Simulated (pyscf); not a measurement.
Structures and frequencies: ωB97X-D3(BJ)/def2-SVP in PySCF.

Q: PBE/def2-TZVP puts the barrier of H₂N–Ge(Cl)(Cl)–Cl + H• -> Cl–Ge•(Cl)–Cl + NH₃ (substitution at N; doublet surface; Ge–N broken, H–N formed) at -4.0 kJ/mol and the reaction energy at -124.1 kJ/mol, from the separated reactants. What do r²SCAN/def2-TZVP, B3LYP-D3(BJ)/def2-TZVP, ωB97M-D3(BJ)/def2-TZVP give on the same structures?

A: r²SCAN: ΔE‡ = 6.1 kJ/mol, ΔE = -112.0 kJ/mol; B3LYP-D3(BJ): ΔE‡ = 8.8 kJ/mol, ΔE = -124.1 kJ/mol; ωB97M-D3(BJ): ΔE‡ = 42.1 kJ/mol, ΔE = -107.3 kJ/mol. PBE's barrier lies under all of them, by 10.0 to 46.0 kJ/mol. Its reaction energy matches one of them and lies within 16.8 kJ/mol of the others. On the product side the descent ends in a bound adduct, 54.0 kJ/mol under the separated species and 196.7 kJ/mol under the saddle at ωB97X-D3(BJ)/def2-TZVP. At PBE this geometry lies under the reactants; that is no barrier but a single point on another level's saddle; such a level's own saddle, if it has one, lies nearer that side and is low. At ωB97X-D3(BJ) the barrier from the zero used here is 52.0 kJ/mol. Abstraction by the radical was not located in this set and often lies lower. This is the saddle that the search found; another between the same sides may lie lower. The angle at the attacked N is 140°. Elements up to Kr have no core potential and no relativistic terms here.
